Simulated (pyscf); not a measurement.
Thermochemistry of product channels of HO–Hf(OH)(F)–F (SMILES [OH][Hf]([OH])([F])[F]) + HCl (SMILES Cl) on the singlet surface, in kcal/mol, from ωB97M-D3(BJ)/def2-TZVP energies (ideal gas, 1 atm, RRHO with modes under 100 cm⁻¹ raised to 100, one conformer, R ln 2 for chiral ones without a mode under 150 cm⁻¹). Structures and frequencies: ωB97X-D3(BJ)/def2-SVP in PySCF.

| products | ΔE | ΔH(298 K) | ΔG(298 K) | ΔG(900 K) |
|---|---|---|---|---|
| HO–Hf(OH)(F)–Cl (SMILES [OH][Hf]([OH])([F])[Cl]) + HF (SMILES F) | +4.2 | +5.5 | +5.2 | +4.5 |
| H₂O (SMILES O) + HO–Hf(F)(F)–Cl (SMILES [OH][Hf]([F])([F])[Cl]) | -6.7 | -4.8 | -5.3 | -5.7 |

These are energies of the channels, which say nothing of barriers. Elements past Kr carry the def2 core potentials, without spin-orbit coupling.
